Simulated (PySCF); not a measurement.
Species: acetyl chloride, C₂H₃ClO.
SMILES: `C(=O)(C)Cl`

Method used: PBE0-D3(BJ)/def2-SVP geometry optimisation, gas phase in PySCF 2.14.0.

Take the most abundant isotopes and a rigid rotor. 

**Question.** Give the principal moments of inertia and the rotational constants in MHz.

**Answer.** Ia = 49.60, Ib = 101.80, Ic = 148.24 u·Å²; 505379 MHz·u·Å²/I gives A = 10189, B = 4964, C = 3409 MHz.

**Question.** What kind of rotor is it?

**Answer.** An asymmetric top: κ = (2 × 4964 − 10189 − 3409)/(10189 − 3409) = -0.54.

**Question.** What does the inertial defect say?

**Answer.** Not planar: Δ = Ic − Ia − Ib = -3.16 u·Å². For a rigid frame Δ = −2 Σ m c², so Σ m c² = 1.58 u·Å² lies off the ab plane, practically all of it from hydrogen. The atom farthest from that plane is 0.89 Å away.

**Question.** Where do the levels up to J = 2 lie, in MHz?

**Answer.** Above 0(0,0):
J = 1: 1(0,1) 8373, 1(1,1) 13598, 1(1,0) 15153
J = 2: 2(0,2) 24822, 2(1,2) 28790, 2(1,1) 33455, 2(2,1) 49130, 2(2,0) 49429
Those of J = 1 are B + C, A + C and A + B.

**Question.** Predict some low-J microwave lines.

**Answer.** The dipole components are |μa| = 1.01 D, |μb| = 2.51 D, |μc| = 0.00 D; the mirror of this Cs structure is the ab plane, so μc vanishes by symmetry and there are no c-type lines. The squared components, which scale the intensities, stand as 0.16 : 1.00 (a : b). Some lines, for components of 0.1 D or more:

```
type  branch         J(Ka,Kc)    MHz  lower level (cm⁻¹)
   a       Q  3(2,1) ← 3(2,2)   1426               2.477
   a       Q  1(1,0) ← 1(1,1)   1555               0.454
   a       Q  2(1,1) ← 2(1,2)   4665               0.960
   b       Q  1(1,0) ← 1(0,1)   6780               0.279
   a       R  1(0,1) ← 0(0,0)   8373               0.000
   a       Q  3(1,2) ← 3(1,3)   9294               1.715
   b       R  1(1,1) ← 0(0,0)  13598               0.000
   a       R  2(1,2) ← 1(1,1)  15192               0.454
   b       Q  2(2,0) ← 2(1,1)  15974               1.116
   b       R  3(0,3) ← 2(1,2)  20024               0.960
   b       R  2(1,2) ← 1(0,1)  20417               0.279
   a       R  3(1,3) ← 2(1,2)  22616               0.960
   b       Q  3(2,2) ← 3(1,3)  22845               1.715
   a       R  3(2,2) ← 2(2,1)  25120               1.639
   b       R  3(1,3) ← 2(0,2)  26584               0.828
   a       R  3(1,2) ← 2(1,1)  27245               1.116
   b       Q  3(3,0) ← 3(2,1)  28795               2.524
   b       R  2(2,0) ← 1(1,1)  35830               0.454
   b       R  3(2,2) ← 2(1,1)  40795               1.116
   b       R  3(2,1) ← 2(1,2)  46887               0.960
```

Whether it is a minimum is left open (no frequencies). Constants of a rigid frame at the computed geometry: no zero-point averaging, no centrifugal distortion. A rigid rotor knows nothing of internal rotation, which can split or shift real lines. Quadrupole hyperfine structure (35Cl) is left out.
